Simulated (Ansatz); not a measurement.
# AlBH2 (quintet): wave-function methods side by side, def2-TZVPP

The task here is to estimate one member of a computed series from the others.

Computed with Ansatz 0.2.0, Gaussian basis. Level: def2-TZVPP, core rule «outside noble gas», up to 6 orbitals frozen.

Plan: UHF; ROHF; CCSD(T) on UHF.

2 further runs of the same task are left out: 2 set aside as unsound or not needed.

### The geometry

The geometry is a PBE0/def2-TZVP stationary point (not a proven minimum) of the parent state, kept for this charge and spin.

4 atoms, charge 0, spin multiplicity 5.

Atoms are counted from 1 here; the program's logs count them from 0.

Bond lengths: B1–Al2 1.909 Å, B1–H3 1.183 Å, Al2–H4 1.571 Å. Angles: Al2–B1–H3 180.0°, B1–Al2–H4 180.0°.

The first run:

in.yaml

```yaml
crystal:
  periodic: [false, false, false]
  atoms:
    - {symbol: B, position_ang: [0.000000, 0.000000, 1.051329]}
    - {symbol: Al, position_ang: [0.000000, 0.000000, -0.857484]}
    - {symbol: H, position_ang: [0.000000, 0.000000, 2.234417]}
    - {symbol: H, position_ang: [0.000000, 0.000000, -2.428262]}
basis:
  gaussian: {orbitals: def2-TZVPP}
magnetization: {spin_polarized: true, initial_magnetization: 4}
hamiltonian: {xc: hf}
output: {orbitals: {seedname: orbitals}}
```

Launch:

```console
$ ansatz run in.yaml --threads 1 --pin off --events-out ev --progress --plain --max-ram 4096MiB --backend cpu
```

Steps of the session up to this table: UHF; ROHF; CCSD(T) on UHF.

One of the session's tables, all rows but one given; the rest of the session is left out.

| method | from UCCSD(T) (meV) |
| --- | --- |
| ROHF | +4388.5 |
| UHF | ? |
| UMP2 | +1079.4 |
| UCCSD | +185.8 |
| UCCSD(T) | 0 |

Q: Estimate the row for UHF from the others.

As computed: from UCCSD(T) (meV): +4279.0. In the column «from UCCSD(T) (meV)» it lies between UMP2 (+1079.4) and ROHF (+4388.5).

Limits of these values: Warnings: coupled cluster took another determinant than the lowest.
